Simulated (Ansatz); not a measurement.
## Cd (hcp): energy against volume

Level of theory: Ansatz 0.2.0, DFT, PBEsol, plane waves (420 eV) with PAW, scalar-relativistic. The PAW files were generated under PBE, with cores re-solved for the functional.

The cell is scaled uniformly from the relaxed one, with fractional coordinates and shape fixed. Energies are extrapolated to zero smearing, pressures are those at the given smearing. Magnetic state: spin not included.

A Birch-Murnaghan fit gives V₀ = 21.26 Å³/atom, B₀ = 62 GPa, B₀′ = 5.8.

Q: What are the energy above the minimum and the pressure at 18.700 Å³/atom?

A: 79.3 meV/atom and 11.45 GPa as computed.

Q: What are the energy above the minimum and the pressure at 19.550 Å³/atom?

A: 32.0 meV/atom and 6.62 GPa as computed.

Q: What are the energy above the minimum and the pressure at 22.100 Å³/atom?

A: 5.9 meV/atom and -2.09 GPa as computed.
